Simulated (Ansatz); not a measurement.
Energy needed to pull apart CH₂BN (SMILES BC#N), singlet, into free ground-state atoms, from the structure below (displaced at random from a GFN2-xTB minimum); no zero-point or spin–orbit terms; open-shell atoms are treated unrestricted, in their ground-state multiplicity.

```
atom    x (Å)    y (Å)    z (Å)
  B1  -0.0480   0.3291  -0.4685
  C2   0.3254  -0.6626   0.5623
  N3   0.7864  -1.6110   0.9699
  H4  -0.7781   0.2760  -1.2558
  H5  -0.0821   1.6175  -0.0026
```

Ansatz 0.2.0; basis: def2-TZVPP; cores frozen in the correlated methods.

```csv
method,atomization energy (kcal/mol)
PBE-D4,?
r2SCAN-D4,468.4
B97M-V,?
PBE0-D4,470.6
r2SCAN0-D4,455.6
wB97M-V,471.7
HF,324.6
MP2,466.1
CCSD,441.0
CCSD(T),450.9
```

Question: What does B97M-V give? (To be estimated.)

Answer: Computed: 470.9 kcal/mol, which is about 20.0 kcal/mol more than CCSD(T)/def2-TZVPP.

Question: What does PBE-D4 give? (Judge from chemistry; the value comes from the calculation.)

Answer: Computed: 486.7 kcal/mol, which is about 35.8 kcal/mol more than CCSD(T)/def2-TZVPP.

In triple zeta the MP2 and coupled-cluster atomization energies are still short of their basis limit by a few kcal/mol a bond, whereas those of the functionals are nearly converged, so these differences are not deviations from converged CCSD(T).

The T1 diagnostic stays at or below 0.015.

For scale, one of the runs: CCSD(T)/def2-TZVPP forces, 121 basis functions (an equivalent command: `ansatz run in.yaml --threads 4`). The run took 11 s on 4 CPU threads (shared host), with 0.95 GiB of host memory at its peak.
